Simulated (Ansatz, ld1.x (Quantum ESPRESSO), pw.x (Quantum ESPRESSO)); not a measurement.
**From atom to crystal: ultrasoft potential for V**

V (Z = 23), ultrasoft, made with ld1.x (Quantum ESPRESSO) 7.5 (PBE, scalar-relativistic). Core [Ne], reference 3s2 3p6 3d3 4s2 4p0. Waves: 3s (bound): rcut 1.45, rcutus 1.80 bohr; 4s (bound): rcut 1.45, rcutus 1.80 bohr; 3p (bound): rcut 1.80, rcutus 2.30 bohr; 4p (bound, empty): rcut 1.80, rcutus 2.30 bohr; 3d (bound): rcut 1.55, rcutus 1.95 bohr; 3d channel at 1.8 Ry: rcut 1.55, rcutus 1.95 bohr; 4f channel at 0.05 Ry: rcut 1.34, rcutus 1.42 bohr; 4f channel at 2.6 Ry: rcut 1.34, rcutus 1.42 bohr. Local part: all-electron potential smoothed inside 1.75 bohr (lloc = -2). Core correction: Bessel-smoothed model core inside 1.25 bohr. Augmentation charge: PSQ, radius 1.50 bohr.

Atomic tests: cutoffs needed: 30 Ry and 45 Ry (the cutoffs (Ry, on a coarse ladder) from which the occupation-weighted sum of valence levels, in a spherical-Bessel basis at the reference potential, stays within 10 and 1 mRy of its value at 400 Ry); ghost test: no extra level below or beside the all-electron valence levels (s, p, d, f tested) (spherical-Bessel basis up to 400 Ry, 20 bohr box); configuration tests: test run stopped at test 6 of 7 (negative rho), 1 before it not solved.

Crystal test: bcc V in pw.x 7.5, no spin, 15³ k-points, Fermi–Dirac smearing 0.01 Ry, cutoffs 55/480 Ry. The reference is all-electron LAPW (Ansatz 0.2.0) with the same functional, mesh and smearing; V0 and B0 come from Birch–Murnaghan fits to the pressures at five volumes. Errors are pseudo minus all-electron; Δ is the rms difference of the E(V) curves that follow from these fits, minima aligned, over ±6 % about the mean V0. Mesh and smearing are coarse, so the numbers serve the comparison and aren't converged zero-temperature values; the lattice is a test structure that the element need not adopt.

| V (Å³/atom) | P all-electron (GPa) | P pseudo (GPa) |
| --- | --- | --- |
| 12.758 | 11.27 | 15.73 |
| 13.093 | 5.78 | 9.86 |
| 13.429 | 0.92 | 4.67 |
| 13.765 | -3.39 | 0.06 |
| 14.100 | -7.21 | -3.99 |

All-electron: a0 = 3.000 Å (V0 = 13.50 Å³/atom), B0 = 179.4 GPa.

Pseudopotential: mean pressure error (GPa): +3.80; a0 (Å): 3.020; a0 error (%): +0.67; B0 error (%): -1.5; Δ (meV/atom): 10.7. This is a poor potential for the solid. Atomic configuration tests: test run stopped at test 6 of 7 (negative rho), 1 before it not solved.

Question: At the middle volume, how do free energy and pressure move when the wave cutoff is lowered (ecutrho held at 480 Ry)?

Answer:

```
cutoff (Ry)  shift of F (meV/atom)  shift of P (GPa)
         25                 +280.1             -1.68
         33                 +119.3             -1.37
         44                  +10.3             -0.91
```

The run at the middle volume (120 k-points, 10 iterations) took about 26 s on one core of a shared host (Neoverse-V1, 32 threads, 247 GiB, load 11).
